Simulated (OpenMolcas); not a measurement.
# doublet [SiH2F2]−: levels of theory compared

Aim: a comparison of 6 runs (UHF/STO-3G, UB3LYP/6-31G*, UB3LYP/aug-cc-pVDZ, UBLYP/aug-cc-pVDZ, UPBE/aug-cc-pVDZ, UPBE0/aug-cc-pVDZ) of doublet [SiH2F2]−. 

The calculation is run with OpenMolcas 26.06.

**1. The structure to begin with**

The species is [SiH2F2]− (5 atoms), meant as a doublet with charge -1. As SMILES of the parent species, `F[SiH2]F`. The coordinates come from a PBE0-D4/def2-TZVP relaxation. That shape belongs to the parent species and isn't relaxed for this state.

Bond lengths: F1–Si2 1.586 Å, Si2–F3 1.586 Å, Si2–H4 1.474 Å, Si2–H5 1.474 Å. Angles: F1–Si2–F3 108.0°, F1–Si2–H4 108.5°, F1–Si2–H5 108.5°, F3–Si2–H4 108.5°, F3–Si2–H5 108.5°, H4–Si2–H5 114.6°.

**2. The energy at UHF/STO-3G (run 1)**

File run.input:

```
&GATEWAY
  BASLIB
  $CurrDir
  COORD
  5
  angstrom
  F       -1.079010       0.538200       0.980720
  Si      -0.005220      -0.000540      -0.054090
  F        1.247630      -0.520590       0.766910
  H       -0.590470      -1.138740      -0.786300
  H        0.427070       1.121680      -0.907250
  BASIS
  STO-3G
  GROUP
  NoSym

&SEWARD

&SCF
  UHF
  CHARGE
  -1
  SPIN
  2
  THRESHOLDS
  1e-10 1e-07 1e-07 1e-05
  PRORBITALS
  1 2
```

The basis set STO-3G is read from a file made from the Basis Set Exchange's data (not shown).

The run is started by

```console
export MOLCAS_MEM=1860
pymolcas run.input > run.log
```

The log of the run:

```text
--- Start Module: gateway ---
[...]
--- Stop Module: gateway /rc=_RC_ALL_IS_WELL_ ---
--- Start Module: seward ---
[...]
      Basis functions           21
--- Stop Module: seward /rc=_RC_ALL_IS_WELL_ ---
--- Start Module: scf ---
[...]
       Convergence after  17 Iterations
[...]
::    Total SCF energy                               -482.4035117141
[...]
      Total spin, S                                     0.5131095034
[...]
      Total electronic charge=   35.000000
      Total            charge=   -1.000000
[...]
      Dipole Moment (debye):
      Origin of the operator (angstrom)=    0.0425    0.0044    0.4410
                   X=  2.8887E-01               Y=  3.0256E-02               Z=  2.9944E+00           Total=  3.0085E+00
      Center of Charge (angstrom)
[...]
--- Stop Module: scf /rc=_RC_ALL_IS_WELL_ ---
[...]
```

Run time: 1.6 s. Hardware: 1 thread of Arm Neoverse V2, shared host; peak memory 0.37 GiB.

**3. The energy at UB3LYP/6-31G(d) (Cartesian functions) (run 2)**

File test.input:

```
>>> EXPORT MOLCAS_PRINT=2

&GATEWAY
  BasLib=$CurrDir
  Coord
  5
  angstrom
  F       -1.079010       0.538200       0.980720
  Si      -0.005220      -0.000540      -0.054090
  F        1.247630      -0.520590       0.766910
  H       -0.590470      -1.138740      -0.786300
  H        0.427070       1.121680      -0.907250
  Basis=6-31Gs
  Group=NoSym

&SEWARD
  GridInput
  Grid=UltraFine
  End of Grid

&SCF
  UHF
  Charge=-1
  Spin=2
  KSDFT=B3LYP
  Thresholds=1e-10 1e-07 1e-07 1e-05
  PrOrbitals=0
```

The basis set 6-31G* is read from a file made from the Basis Set Exchange's data (not shown).

The run is started by

```console
export MOLCAS_MEM=1860
pymolcas test.input > test.log
```

The log of the run:

```text
--- Start Module: gateway ---
[...]
--- Stop Module: gateway /rc=_RC_ALL_IS_WELL_ ---
--- Start Module: seward ---
[...]
      Basis functions           53
--- Stop Module: seward /rc=_RC_ALL_IS_WELL_ ---
--- Start Module: scf ---
[...]
       Convergence after  20 Iterations
[...]
::    Total KS-DFT energy                            -490.3864805844
[...]
      Total spin, S                                     0.5006707717
[...]
      Total electronic charge=   35.000000
      Total            charge=   -1.000000
[...]
      Dipole Moment (debye):
      Origin of the operator (angstrom)=    0.0425    0.0044    0.4410
                   X=  2.0984E-01               Y=  2.1925E-02               Z=  2.1748E+00           Total=  2.1850E+00
      Center of Charge (angstrom)
[...]
--- Stop Module: scf /rc=_RC_ALL_IS_WELL_ ---
[...]
```

Wall time 16 s (1 thread of Arm Neoverse V2, shared host); peak memory 0.39 GiB.

Run 3 isn't shown in full; the table further down has it.

**4. A single-point energy at UBLYP/aug-cc-pVDZ (run 4)**

File coord.xyz:

```xyz
5

F     -1.079010     0.538200     0.980720
Si    -0.005220    -0.000540    -0.054090
F      1.247630    -0.520590     0.766910
H     -0.590470    -1.138740    -0.786300
H      0.427070     1.121680    -0.907250
```

File mol.inp:

```
* F2H2Si Kohn-Sham DFT

&GATEWAY
 BasLib=$CurrDir
 Coord=coord.xyz
 Basis=aug-cc-pVDZ
 Group=NoSym

&SEWARD
 GridInput
 Grid=UltraFine
 End of Grid

&SCF
 UHF
 Charge=-1
 Spin=2
 KSDFT=BLYP
 Thresholds=1e-10 1e-07 1e-07 1e-05
 PrOrbitals=1
```

The basis set aug-cc-pVDZ is read from a file made from the Basis Set Exchange's data (not shown).

The run is started by

```console
export MOLCAS_MEM=1860
pymolcas mol.inp > mol.log
```

The log of the run:

```text
--- Start Module: gateway ---
[...]
--- Stop Module: gateway /rc=_RC_ALL_IS_WELL_ ---
--- Start Module: seward ---
[...]
      Basis functions           91
--- Stop Module: seward /rc=_RC_ALL_IS_WELL_ ---
[...]
--- Start Module: scf ---
[...]
       Convergence after  21 Iterations
[...]
::    Total KS-DFT energy                            -490.4554760401
[...]
      Total spin, S                                     0.5000422699
[...]
      Total electronic charge=   35.000000
      Total            charge=   -1.000000
[...]
      Dipole Moment (debye):
      Origin of the operator (angstrom)=    0.0425    0.0044    0.4410
                   X=  6.6710E-02               Y=  6.8869E-03               Z=  6.9074E-01           Total=  6.9399E-01
      Center of Charge (angstrom)
[...]
--- Stop Module: scf /rc=_RC_ALL_IS_WELL_ ---
[...]
```

Run time: 44 s. Hardware: 1 thread of Arm Neoverse V2, shared host; peak memory 0.5 GiB.

Run 5 isn't shown in full; the table further down has it.

**5. A single-point energy at UPBE0/aug-cc-pVDZ (run 6)**

File mol.xyz:

```xyz
5

F     -1.079010     0.538200     0.980720
Si    -0.005220    -0.000540    -0.054090
F      1.247630    -0.520590     0.766910
H     -0.590470    -1.138740    -0.786300
H      0.427070     1.121680    -0.907250
```

File job.inp:

```
&gateway
baslib=$CurrDir
coord=mol.xyz
basis=aug-cc-pVDZ
group=NoSym
&seward
gridinput
Grid=UltraFine
End of Grid
&scf
uhf
charge=-1
spin=2
ksdft=PBE0
thresholds=1e-10 1e-07 1e-07 1e-05
prorbitals=1 1
```

The basis set aug-cc-pVDZ is read from a file made from the Basis Set Exchange's data (not shown).

The run is started by

```console
export MOLCAS_MEM=1860
pymolcas job.inp > job.log
```

The log of the run:

```text
--- Start Module: gateway ---
[...]
--- Stop Module: gateway /rc=_RC_ALL_IS_WELL_ ---
--- Start Module: seward ---
[...]
      Basis functions           91
--- Stop Module: seward /rc=_RC_ALL_IS_WELL_ ---
[...]
--- Start Module: scf ---
[...]
       Convergence after  23 Iterations
[...]
::    Total KS-DFT energy                            -490.1664731969
[...]
      Total spin, S                                     0.5000559757
[...]
      Total electronic charge=   35.000000
      Total            charge=   -1.000000
[...]
      Dipole Moment (debye):
      Origin of the operator (angstrom)=    0.0425    0.0044    0.4410
                   X=  1.5706E-01               Y=  1.6280E-02               Z=  1.6268E+00           Total=  1.6345E+00
      Center of Charge (angstrom)
[...]
--- Stop Module: scf /rc=_RC_ALL_IS_WELL_ ---
[...]
```

Run time: 47 s. Hardware: 1 thread of Arm Neoverse V2, shared host; peak memory 0.5 GiB.

**6. All runs side by side**

```
run                                level  Cartesian functions  integration grid  energy (Eh)  HOMO energy (eV)  LUMO energy (eV)   ⟨S²⟩  wall time
  1                           UHF/STO-3G                   no                 –  -482.403512             12.27             22.60  0.776      1.6 s
  2  UB3LYP/6-31G* (Cartesian functions)                  yes         UltraFine  -490.386481              5.03              6.77  0.751       16 s
  3                   UB3LYP/aug-cc-pVDZ                   no         UltraFine  -490.503673              1.74              2.65  0.750       49 s
  4                    UBLYP/aug-cc-pVDZ                   no         UltraFine  -490.455476              2.05              2.46  0.750       44 s
  5                     UPBE/aug-cc-pVDZ                   no         UltraFine  -490.136362              1.87              2.28  0.750       44 s
  6                    UPBE0/aug-cc-pVDZ                   no         UltraFine  -490.166473              1.63              2.67  0.750       47 s
```

**7. What came out**

```
                                 quantity          value
                      run 6: total energy  -490.16647 Eh
run 6: HOMO energy (highest over α and β)        1.63 eV
 run 6: LUMO energy (lowest over α and β)        2.67 eV
                              run 6: ⟨S²⟩          0.750
```

What this shows: Totals of different functionals can't be ranked against each other. In runs 1, 2, 3, 4, 5, 6 the HOMO lies above zero, so the outermost electron may be held by the basis alone. In run 1 the basis is minimal, so the values are rough. All runs together took 3.4 min, the longest 49 s.
